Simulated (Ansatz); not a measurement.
`[NH2][Na]` + H–F → `[F][Na]` + NH₃ at 400 K and 1 bar (ligand exchange at the Na–N bond).

Calculated with Ansatz (gas phase, PBE0-D4/def2-TZVP geometries, no zero-point term in ΔE). CCSD(T)/CBS is the MP2 limit (def2-TZVPP, def2-QZVPP) plus CCSD(T) − MP2 in def2-TZVPP, frozen cores. This one scheme is used for every species. For Na outer-core shells are correlated without core-valence functions, which leaves a few kJ/mol of doubt a bond.

```csv
species,CCSD(T)/CBS energy (Eh),H − E (kJ/mol),S (J/(mol·K))
`[NH2][Na]`,-217.98196,76.3,275.0
H–F,-100.39570,36.5,182.2
`[F][Na]`,-261.92403,16.0,227.5
NH₃,-56.50880,104.2,203.1
```

H − E and S are ideal-gas, rigid-rotor, harmonic terms from PBE0-D4/def2-TZVP. 1 Eh = 2625.50 kJ/mol, R = 8.31446 J/(mol·K).

By hand: ΔE, ΔH, ΔS and ΔG.

ΔE = (-261.92403) + (-56.50880) − (-217.98196) − (-100.39570) = -0.05517 Eh = -144.8 kJ/mol. Δ(H − E) = 16.0 + 104.2 − 76.3 − 36.5 = 7.4, so ΔH = -137.4 kJ/mol. ΔS = 227.5 + 203.1 − 275.0 − 182.2 = -26.6 J/(mol·K). ΔG = -137.4 − 400 × (-26.6)/1000 = -126.8 kJ/mol.

By hand: the equilibrium constant, and the temperature at which ΔG would vanish if ΔH and ΔS stayed fixed.

log₁₀ K = −ΔG/(RT ln 10) = 16.6. ΔG = 0 at ΔH/ΔS = 5165 K, far beyond where these terms or the molecules hold.

ΔH outweighs TΔS. A doubt of 5 kJ/mol in ΔE shifts log₁₀ K by 0.7 here. These are equilibria of isolated gas molecules and say nothing of rates. Largest T1 diagnostic: 0.013 (customary marks: 0.02 for closed shells, 0.045 for open ones).
